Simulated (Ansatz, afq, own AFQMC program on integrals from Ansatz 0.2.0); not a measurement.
# Where AFQMC and coupled cluster stand for SiHCl, triplet

```xyz
3

Cl    0.0000    0.0000   -1.7857
H     0.0000    0.0000    0.0593
Si    0.0000    0.0000    1.7263
```

Connectivity, by distances: Cl ··· SiH.

Basis cc-pVTZ. Noble-gas cores (and the filled d shells of Ga–Kr and In–Xe) are frozen. Ansatz 0.2.0 and our own AFQMC program on the same integrals; the CISD trial comes from CCSD amplitudes, and released means the phaseless constraint is let go. ± is one standard error of the sampling.

Determinant: UHF, the one that the program's search chose, which needn't be the lowest solution. The geometry is a point of a scan.

No full CI on the walks' own integrals is used here; CCSDT(Q) serves as the reference and is uncertain by about the last step of the cluster series.

Cautions: lower spins were not checked; unrestricted determinant slightly spin contaminated (⟨S²⟩ 2.05 against 2.00); the released energies are still falling, so no released level is given (meV from the phaseless value at times in 1/Eh: -7 ± 5 at 0.24, -13 ± 4 at 0.51, -25 ± 5 at 0.99, -29 ± 6 at 1.62, -44 ± 9 at 2.40), though the last usable value meets CCSDT(Q) within the noise; the ph-AFQMC/CISD walk drifts between its halves (2.3 errors).

The T1 diagnostic is 0.0242. The weight of the determinant in the CISD state is 0.843 and the ⟨S²⟩ of the determinant is 2.052. The size of the correlated space is 12 electrons in 72 orbitals.

| level | correlation energy (eV) |
| --- | --- |
| MP2 | -7.1129 |
| CCSD | -8.2636 |
| CCSD(T) | -8.5899 |

Problem. Estimate where phaseless AFQMC with the Hartree–Fock trial lies against CCSD(T) on the same integrals.

Solution. 8.2 ± 2.7 kJ/mol above CCSD(T).

Reference: CCSDT(Q), correlation energy -8.653 eV.

```
        level  E − E(reference) (kJ/mol)  share of correlation (%)
      CCSD(T)                        6.1                     99.27
        CCSDT                        1.6                     99.80
  ph-AFQMC/HF                 14.3 ± 2.7                     98.29
ph-AFQMC/CISD                  2.9 ± 0.5                     99.65
```

A walk keeps the symmetry of its determinant, which the program's search chose and which needn't be the lowest solution, so a lower state of the same spin and another symmetry isn't excluded.
